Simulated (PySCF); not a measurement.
# C3H4S: the cost of one run

Computed with PySCF 2.14.0, with density-fitted response routines of our own, on a single molecule in the gas phase. Atoms are numbered from 0 throughout.

## Step 1: The starting structure

8 atoms, charge 0, multiplicity 1; geometry from: GFN2-xTB. The atoms were then displaced at random by about 0.01 Å, so the start is not that level's minimum.

Bonds of the start (Å): C0–C1 1.49, C1–C2 1.28, C2–S3 1.61, C0–H4 1.07, C0–H5 1.12, C0–H6 1.09, C1–H7 1.09.

## Step 2: Relaxing the molecule at PBE0-D3(BJ)/def2-SVP

What the job is given:

```
{"job": {"xc": "PBE0", "basis": "def2-SVP", "d3": "d3bj", "grid": 1, "shake": 0.01, "kind": "geom"}, "charge": 0, "multiplicity": 1}
C     -0.967000    -0.240850    -0.047010
C      0.310950     0.475090     0.218290
C      1.464110     0.007740    -0.098860
S      2.921270    -0.554780    -0.470380
H     -0.821030    -1.175960    -0.552560
H     -1.617070     0.411050    -0.692930
H     -1.509120    -0.388760     0.884410
H      0.273020     1.447330     0.706560
```

Launch:

```console
$ OMP_NUM_THREADS=1 python probes_run.py task.json out
```

One launch serves the whole session: the jobs run in the order shown.

**Question.** How long does this first job take on 1 thread of Arm Neoverse V1, shared host, and how much memory does it need?

About 11 s, with a peak of 0.33 GiB.
